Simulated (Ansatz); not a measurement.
A nudged elastic band was laid between two geometries of C2H5N (8 atoms, charge 0, multiplicity 1).

These are results of RKS PBE0-D4/STO-3G in Ansatz, not measurements.

| Item | Value |
| --- | --- |
| movable images | 7 |
| climbing image | yes |
| spring | 5.0 eV/Å² |
| optimiser | quadratic models (default) |
| start path | IDPP |
| force threshold | 0.05 eV/Å |
| iteration limit | 6 |
| end points | relaxed |

First end point:

```xyz
8
Properties=species:S:1:pos:R:3
C -0.480 0.603 -0.322
C 0.682 -0.169 0.301
N 0.734 -1.435 0.612
H -0.179 1.026 -1.293
H -1.348 -0.051 -0.475
H -0.774 1.440 0.328
H 1.586 0.431 0.508
H -0.221 -1.845 0.341
```

Last end point:

```xyz
8
Properties=species:S:1:pos:R:3
C -0.634 0.532 -0.113
C 0.553 -0.228 0.475
N 1.228 -1.208 -0.059
H -0.892 0.146 -1.108
H -1.511 0.438 0.544
H -0.396 1.603 -0.199
H 0.871 0.103 1.480
H 0.780 -1.386 -1.019
```

(1) Which bonds break or form, and what moves?

(2) What energy profile does the band end with?

(3) What is the geometry of the highest image?

The band took 5 iterations and about 26 core-seconds.

## Answers

(1) No bond is made or broken. The dihedral H5–C1–C2–N3 goes from 2 to 121°. The two ends are copies of one structure, up to a mirror image or an exchange of like atoms.

(2) The run converged. The highest image is number 4 of 0 to 8, 0.053 eV above the ends, which have the same energy within 2 meV. Another band between the same ends (7 images) ends at a top of the same energy, where a vibrational analysis finds 1 clearly imaginary mode. Limits of this set-up: minimal basis.

```json
{"image": "0", "path coordinate (Å)": "0.00", "energy (eV)": "0.000", "dihedral H5–C1–C2–N3 (°)": "2"}
{"image": "1", "path coordinate (Å)": "0.35", "energy (eV)": "0.009", "dihedral H5–C1–C2–N3 (°)": "16"}
{"image": "2", "path coordinate (Å)": "0.70", "energy (eV)": "0.027", "dihedral H5–C1–C2–N3 (°)": "30"}
{"image": "3", "path coordinate (Å)": "1.05", "energy (eV)": "0.045", "dihedral H5–C1–C2–N3 (°)": "45"}
{"image": "4", "path coordinate (Å)": "1.39", "energy (eV)": "0.053", "dihedral H5–C1–C2–N3 (°)": "59"}
{"image": "5", "path coordinate (Å)": "1.76", "energy (eV)": "0.046", "dihedral H5–C1–C2–N3 (°)": "74"}
{"image": "6", "path coordinate (Å)": "2.13", "energy (eV)": "0.027", "dihedral H5–C1–C2–N3 (°)": "89"}
{"image": "7", "path coordinate (Å)": "2.50", "energy (eV)": "0.008", "dihedral H5–C1–C2–N3 (°)": "105"}
{"image": "8", "path coordinate (Å)": "2.86", "energy (eV)": "0.000", "dihedral H5–C1–C2–N3 (°)": "121"}
```

(3) 
```xyz
8
Properties=species:S:1:pos:R:3
C -0.555 0.597 -0.192
C 0.627 -0.163 0.420
N 0.976 -1.401 0.198
H -0.461 0.639 -1.287
H -1.503 0.091 0.044
H -0.602 1.622 0.193
H 1.254 0.406 1.129
H 0.263 -1.790 -0.505
```

The run took 26 s on 1 thread of Arm Neoverse V2, on a shared host, peak memory 0.081 GiB.
